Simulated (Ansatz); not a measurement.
Species: CH3, SMILES `[CH3]` (charge 0, multiplicity 2).

Question: Give a relaxed geometry from B3LYP-D3(BJ)/def2-TZVP (Ansatz, an electronic-structure program).

Answer: the end point of this relaxation (outside a Z-matrix the atoms follow the SMILES, hydrogens last).
Z-matrix (Å, degrees):
```
C
H 1 1.0790
H 1 1.0790 2 120.00
H 1 1.0790 2 120.00 3 -179.95
```
